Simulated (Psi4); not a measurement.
Process, species as SMILES: C=O (CH2-O) → [CH-]=O + H+
B3LYP-D3(BJ)/def2-TZVP geometries, fixed; electronic energies without zero-point terms.

Effect of the integral screening threshold at MP2/cc-pVTZ with Psi4, against the last row, where the deprotonation energy is 414.49 kcal/mol. Cores are frozen.

```
setting                largest shift of a total energy (mEh)  shift of the deprotonation energy (kcal/mol)
---------------------  -------------------------------------  --------------------------------------------
ints_tolerance: 1e-6                                   0.001                                         0.000
ints_tolerance: 1e-8                                   0.000                                         0.000
ints_tolerance: 1e-10                                  0.000                                         0.000
ints_tolerance: 1e-14                                  0.000                                         0.000
```

Within 0.02 kcal/mol in the deprotonation energy: ints_tolerance: 1e-6; ints_tolerance: 1e-8; ints_tolerance: 1e-10. The largest shift is 0.001 mEh in a total energy and 0.000 kcal/mol in the difference.
